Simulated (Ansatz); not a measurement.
**One arrangement of a pair**

The pair of NH$_{4}$⁺ (SMILES [NH4+], atoms 1–5) and SiH$_{3}$F (SMILES [SiH3]F, atoms 6–10), both closed shells, in one local arrangement (a lower one may exist), relaxed at PBE0-D4/def2-TZVP:

N1  (0.028, -0.017, -2.116)
H2  (0.539, 0.796, -2.461)
H3  (-0.928, 0.011, -2.473)
H4  (0.015, -0.009, -1.072)
H5  (0.485, -0.867, -2.449)
Si6  (-0.029, 0.018, 2.214)
F7  (-0.006, 0.004, 0.557)
H8  (1.301, 0.513, 2.615)
H9  (-0.277, -1.381, 2.609)
H10  (-1.127, 0.933, 2.577)
(Å)

Program: Ansatz 0.2.0. Basis: def2-TZVPPD, with def2-QZVPPD for the basis limit. Cores are frozen in the correlated methods. B3LYP uses VWN-RPA correlation. Extrapolation: Hartree–Fock as exp(−7.88 √X), correlation as X^−2.97. Interaction energies count from these two fragments, frozen as in the pair, with the counterpoise correction; negative means bound.

Task: What is the interaction energy by CCSD(T) at an estimated basis limit (MP2 extrapolated from triple and quadruple zeta, plus CCSD(T) − MP2 in triple zeta)? (Judge from chemistry; the value comes from the calculation.)

Result: Computed: -16.66 kcal/mol. Hartree–Fock alone gives -15.39 kcal/mol at the basis limit. It counts from the two fragments frozen as in the pair.

The same quantity by other methods in triple zeta, and each one's difference from that estimate:
| method | E_int (kcal/mol) | difference |
| --- | --- | --- |
| PBE-D4 | -16.50 | 0.16 |
| revPBE-D4 | -15.17 | 1.49 |
| BLYP-D4 | -16.18 | 0.48 |
| r2SCAN-D4 | -16.32 | 0.33 |
| B97M-V | -15.93 | 0.73 |
| PBE0-D4 | -16.95 | -0.30 |
| B3LYP-D4 | -16.92 | -0.26 |
| HSE06-D4 | -16.91 | -0.25 |
| wB97X-V | -16.40 | 0.25 |
| wB97M-V | -16.37 | 0.29 |
| B2PLYP | -16.30 | 0.36 |
| HF | -15.29 | 1.37 |
| MP2 | -15.97 | 0.69 |
| CCSD | -16.01 | 0.65 |
| CCSD(T) | -16.10 | 0.56 |
Differences are method less estimate.

Task: Which atoms make the shortest contact between the fragments?

Result: H4 and F7, 1.63 Å apart.

Energy to bend the free fragments (PBE0-D4 minima) into their shapes in the pair, CCSD(T)/def2-TZVPPD: NH$_{4}$⁺ 0.22 kcal/mol; SiH$_{3}$F 1.49 kcal/mol. This must be added to the interaction energy to get the binding energy from relaxed fragments.

Basis-set superposition shift (counterpoise-corrected less uncorrected): CCSD(T) 0.62; MP2 0.61; HF 0.08; PBE0-D4 0.10; wB97M-V 0.09 kcal/mol.

T1 diagnostic: at most 0.012.

For scale, one of the runs: CCSD(T)/def2-TZVPPD, 244 basis functions, launched by `ansatz run in.yaml --threads 4 --pin off --events-out ev --progress --plain --max-ram 9574MiB`. The run took 59 s on 4 CPU threads of an Arm Neoverse V2 (shared host), with 4.8 GiB of host memory at its peak.
